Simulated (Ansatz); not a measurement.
# MgNaH (singlet): the correlation ladder at angle Na1–Mg2–H3 = 180.0°, cc-pVTZ

How much of the correlation energy of MgNaH (singlet) does each wave-function method recover here?

Program: Ansatz 0.2.0, Gaussian basis. Level of theory: cc-pVTZ, core rule «outside noble gas», up to 10 orbitals frozen. These are calculated values, not measurements.

To be run: UHF; CCSD(T) on RHF; BCCD(T) on RHF; CCSDT(Q) on RHF; Full CI.

26 further runs of the same task are left out: 14 for a known fault of the program, 9 that didn't finish, 3 set aside as unsound or not needed. Runs told in other sessions of the task aren't counted.

**1. What is computed**

The geometry derives from a PBE0/def2-TZVP stationary point (not a proven minimum). One angle is set to the value named; bond lengths are kept.

3 atoms, charge 0, spin multiplicity 1.

Atoms are counted from 1 here; the program's logs count them from 0.

Bond lengths: Na1–Mg2 3.016 Å, Mg2–H3 1.747 Å. Angles: Na1–Mg2–H3 180.0°.

**2. UHF**

File in.yaml:

```yaml
crystal:
  periodic: [false, false, false]
  atoms:
    - {symbol: Na, position_ang: [0.000000, 0.000000, 2.593200]}
    - {symbol: Mg, position_ang: [0.000000, 0.000000, -0.422900]}
    - {symbol: H, position_ang: [0.000000, 0.000000, -2.170300]}
basis:
  gaussian: {orbitals: cc-pVTZ}
magnetization: {spin_polarized: true, initial_magnetization: 0}
hamiltonian: {xc: hf}
output: {orbitals: {seedname: orbitals}}
```

Run with:

```console
ansatz run in.yaml --threads 1 --pin off --events-out ev --progress --plain --max-ram 2393MiB
```

Further steps of the session: CCSD(T) on RHF; BCCD(T) on RHF; CCSDT(Q) on RHF; Full CI.

Before running them: what should the planned runs give, taken together? Wanted: FCI from the RHF energy; RMP2 from FCI; RCCSD from FCI; RCCSD(T) from FCI; RCCSDT(Q) from FCI; T1 diagnostic; effectively unpaired electrons.

The runs gave:

| quantity | value |
| --- | --- |
| FCI from the RHF energy | -1.9543 eV |
| RMP2 from FCI | +11.70 kcal/mol |
| RCCSD from FCI | +0.82 kcal/mol |
| RCCSD(T) from FCI | +0.21 kcal/mol |
| RCCSDT(Q) from FCI | +0.01 kcal/mol |
| levels within 1 kcal/mol (43 meV) | RCCSD, RCCSD(T), BCCD(T), RCCSDT, RCCSDT(Q) |
| T1 diagnostic | 0.013 |
| effectively unpaired electrons | 0.11 |

What this shows: RCCSD(T) lands +0.21 kcal/mol from the yardstick (0.5 % of the correlation energy). One determinant dominates. These misses are within one basis, not against nature.
